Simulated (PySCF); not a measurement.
**Computed χzz against gas-phase spectroscopy**

Values to reproduce (atoms as numbered below): 14N at N2: χzz = 0.878 MHz [1].
[1] measured, gas; W. C. Bailey, Calculation of NQCC in Gaseous State Molecules (compilation of microwave values)

Propynyl isocyanide, C₄H₃N.
SMILES with atom numbers: `[C-:1]#[N+:2][C:3]#[C:4][CH3:5]` (hydrogens: H6, H7, H8 on C5)

Cartesian coordinates in Å at the PBE0-D3(BJ)/def2-SVP level; atoms count from 1:
```
atom  x, y, z in Å
C1     3.6265    0.2077    0.4923
N2     2.4559    0.1357    0.3369
C3     1.1606    0.0580    0.1628
C4    -0.0399   -0.0133    0.0014
C5    -1.4740   -0.1006   -0.1911
H6    -1.8553   -1.0827    0.1293
H7    -1.7381    0.0361   -1.2513
H8    -1.9974    0.6733    0.3915
```

Q: How do the computed couplings compare?

A: PySCF, non-relativistic, all at one geometry, with Q(14N) = 0.02044 b:

```tsv
level	functions	14N N2 (MHz)	computed/reference − 1 (%)
B3LYP/6-31G-J	72	1.663	+89.5
B3LYP/pcJ-0	74	2.139	+143.7
B3LYP/6-31G*	76	1.399	+59.4
B3LYP/pcJ-1	165	1.186	+35.1
B3LYP/def2-TZVP	173	0.725	-17.4
B3LYP/cc-pVTZ	192	0.706	-19.6
B3LYP/aug-cc-pVTZ-J	290	0.806	-8.1
B3LYP/pcJ-2	327	0.833	-5.1
B97-2/pcJ-1	165	1.345	+53.1
BHandHLYP/pcJ-1	165	1.176	+33.9
CAM-B3LYP/pcJ-1	165	1.216	+38.5
KT2/pcJ-1	165	1.280	+45.8
LDA/pcJ-1	165	1.122	+27.8
PBE/pcJ-1	165	1.273	+45.0
PBE0/pcSseg-1	100	1.134	+29.1
PBE0/pcJ-1	165	1.251	+42.4
```

Closest here is B3LYP/pcJ-2 (5.1 % unsigned error), furthest B3LYP/pcJ-0 (143.7 %); one molecule doesn't rank methods. Computed values are for fixed nuclei, while measured ones can include vibrational averaging.
